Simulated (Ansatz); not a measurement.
Born–Oppenheimer molecular dynamics of C3H7NO (12 atoms, charge 0, multiplicity 1). It starts from a relaxed structure.

Level of theory: UKS B3LYP/STO-3G in Ansatz 0.2.0.

* ensemble: NVT, Langevin thermostat
* time step: 0.5 fs
* steps asked: 211
* set temperature: 1500 K
* friction: 0.001 /fs
* seed: 790284

First frame:

```xyz
12
Properties=species:S:1:pos:R:3
N -1.541 -0.070 0.521
C -0.047 -0.207 0.372
O 0.532 -0.909 1.496
C 0.853 0.870 -0.259
C 0.533 -0.416 -1.043
H -1.685 0.698 1.239
H -1.887 0.372 -0.378
H -0.134 -1.685 1.595
H 1.867 0.983 0.141
H 0.388 1.805 -0.591
H -0.141 -0.343 -1.905
H 1.338 -1.151 -1.156
```

How far do the bonds stretch over the last three quarters of this one trajectory? (Pairs bonded in most of those frames.)


```json
{"bond": "N1–C2", "mean (Å)": "1.526", "spread (Å)": "0.057", "shortest": "1.41", "longest": "1.63"}
{"bond": "N1–H6", "mean (Å)": "1.070", "spread (Å)": "0.038", "shortest": "0.99", "longest": "1.15"}
{"bond": "N1–H7", "mean (Å)": "1.076", "spread (Å)": "0.059", "shortest": "0.97", "longest": "1.19"}
{"bond": "C2–O3", "mean (Å)": "1.464", "spread (Å)": "0.044", "shortest": "1.36", "longest": "1.54"}
{"bond": "C2–C4", "mean (Å)": "1.551", "spread (Å)": "0.046", "shortest": "1.45", "longest": "1.66"}
{"bond": "C2–C5", "mean (Å)": "1.552", "spread (Å)": "0.044", "shortest": "1.47", "longest": "1.65"}
{"bond": "O3–H8", "mean (Å)": "1.037", "spread (Å)": "0.016", "shortest": "1.01", "longest": "1.07"}
{"bond": "C4–C5", "mean (Å)": "1.553", "spread (Å)": "0.048", "shortest": "1.46", "longest": "1.63"}
{"bond": "C4–H9", "mean (Å)": "1.099", "spread (Å)": "0.020", "shortest": "1.06", "longest": "1.14"}
{"bond": "C4–H10", "mean (Å)": "1.102", "spread (Å)": "0.032", "shortest": "1.05", "longest": "1.15"}
{"bond": "C5–H11", "mean (Å)": "1.099", "spread (Å)": "0.014", "shortest": "1.06", "longest": "1.12"}
{"bond": "C5–H12", "mean (Å)": "1.099", "spread (Å)": "0.022", "shortest": "1.06", "longest": "1.13"}
```

Mean temperature of the second half: 890 K. The mean temperature of the second half is 41 % below the set value. A run of 0.11 ps of so small a system gives no equilibrium averages. Limits of this set-up: minimal basis.

The run took 18 min on 1 thread of Arm Neoverse N1, on a shared host, peak memory 0.12 GiB.
